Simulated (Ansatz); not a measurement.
Geometry optimisation, Ansatz 0.2.0, UKS PBE0-D4/6-31G*.

Input:

```yaml
crystal:
  periodic: [false, false, false]
  atoms:
    - { symbol: Si, position_ang: [0.0, 0.0, 0.0] }
    - { symbol: H, position_ang: [0.0, 0.0, 1.71] }
    - { symbol: H, position_ang: [1.3768, 0.0, -0.4862] }
    - { symbol: C, position_ang: [-0.8808, 1.5259, -0.6227] }
    - { symbol: H, position_ang: [-1.9334, 1.2723, -0.8671] }
    - { symbol: H, position_ang: [-0.8624, 2.3106, 0.1622] }
    - { symbol: H, position_ang: [-0.3704, 1.9025, -1.5336] }
    - { symbol: H, position_ang: [-0.6877, -1.1914, -0.4862] }
    - { symbol: O, position_ang: [0.0, 0.0, 3.02] }
    - { symbol: H, position_ang: [-0.5144, -0.8011, 3.3571] }
magnetization:
  spin_polarized: true
  initial_magnetization: 1
basis:
  gaussian: { orbitals: "6-31G*" }
hamiltonian:
  xc: pbe0
  dispersion: d4
relax:
  f_tol: 0.15
  max_steps: 25
  restrain:
    - { distance: [1, 8], at: 2.21, k: 30.0 }
    - { distance: [0, 1], at: 1.46, k: 30.0 }
```

Command:

```bash
$ ansatz run input.yaml --threads 1 --pin off --max-ram 2048MiB --backend cpu --events-out ev --progress --plain --runs-dir out
```

Q: Where does it end, and by what steps?

A: It converged. The restraints hold the end off the free minimum; the threshold counts their pulls, which the force column leaves out. Restrained pairs: H2–O9 (1.31 → 2.21 Å), Si1–H2 (1.71 → 1.48 Å). After 23 steps the energy has fallen by 0.043 eV (the restraints' own energy left out); H2 moved furthest, 1.05 Å.

| step | energy less start (eV) | largest force component (eV/Å) | accepted |
| --- | --- | --- | --- |
| 0 | 0.0000 | 1.275 | yes |
| 1 | 0.0548 | 0.601 | yes |
| 2 | 0.1617 | 2.034 | yes |
| 3 | 0.0674 | 0.593 | yes |
| 4 | 0.0675 | 1.117 | no |
| 5 | 0.0492 | 0.522 | yes |
| 6 | 0.0338 | 0.417 | yes |
| 7 | 0.0305 | 0.448 | yes |
| 8 | 0.0150 | 0.440 | yes |
| 9 | 0.0407 | 1.567 | no |
| 10 | 0.0126 | 0.448 | yes |
| 11 | 0.0119 | 0.426 | yes |
| 12 | 0.0119 | 0.597 | yes |
| 13 | 0.0090 | 0.474 | yes |
| 14 | 0.0055 | 0.431 | yes |
| 15 | 0.0021 | 0.429 | yes |
| 16 | 0.0009 | 0.447 | yes |
| 17 | -0.0125 | 0.371 | yes |
| 18 | -0.0093 | 0.426 | yes |
| 19 | -0.0123 | 0.432 | yes |
| 20 | -0.0292 | 0.352 | yes |
| 21 | -0.0378 | 0.345 | yes |
| 22 | -0.0404 | 0.363 | yes |
| 23 | -0.0426 | 0.382 | yes |

```xyz
10
Properties=species:S:1:pos:R:3
Si 0.013 -0.202 -0.147
H -0.299 -0.833 1.150
H 1.493 -0.033 -0.213
C -0.870 1.444 -0.324
H -1.951 1.316 -0.213
H -0.533 2.141 0.450
H -0.677 1.891 -1.306
H -0.394 -1.161 -1.215
O -0.654 0.541 2.850
H 0.000 -0.086 3.222
```

Time of the run: 55 s on 1 thread of AMD EPYC 9R45 96-Core Processor (Zen 5), on a shared host, peak memory 0.18 GiB.
